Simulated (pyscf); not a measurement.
A first-order saddle from PySCF, ωB97X-D3(BJ)/def2-SVP:

```xyz
5

O      2.5241     0.5077    -2.2688
Al     1.2981     0.9938    -1.3548
O      0.1140     0.7023     0.0239
H      0.4391     0.8067     0.9373
H      0.0522     1.9463    -0.4659
```
Charge 0, spin multiplicity 2.

Surface: doublet, charge 0. Lowest wavenumbers (cm⁻¹): 1222i, 193, 226, 520, 601.

Task: Name the species on either side of this saddle.

Result: [O=Al]• + H₂O ⇌ •O–AlH–OH, an insertion read from left to right: H–O broken and Al–O, Al–H formed. At ωB97M-D3(BJ)/def2-TZVP it lies +14.7 kcal/mol from the left side and +55.4 kcal/mol from the right (each side as separated species at their lowest minima found). On the reactant side the descent ends in an adduct with a Al–O contact, 19.4 kcal/mol under the separated species and 32.0 kcal/mol under the saddle at ωB97X-D3(BJ)/def2-TZVP. What is counted as formed (Al–O) is already present as a longer contact in the reactant adduct; forming that adduct is a step of its own. At ωB97X-D3(BJ) the barrier from the zero used here is 12.7 kcal/mol. •O–AlH–OH lies 33.8 kcal/mol over its isomer [HO–Al–OH]•, and others may lie lower still (electronic energy, ωB97M-D3(BJ)). One saddle was located; it need not be the lowest between these sides. The term symbol of open-shell O=Al was not checked; spin-orbit terms are left out.
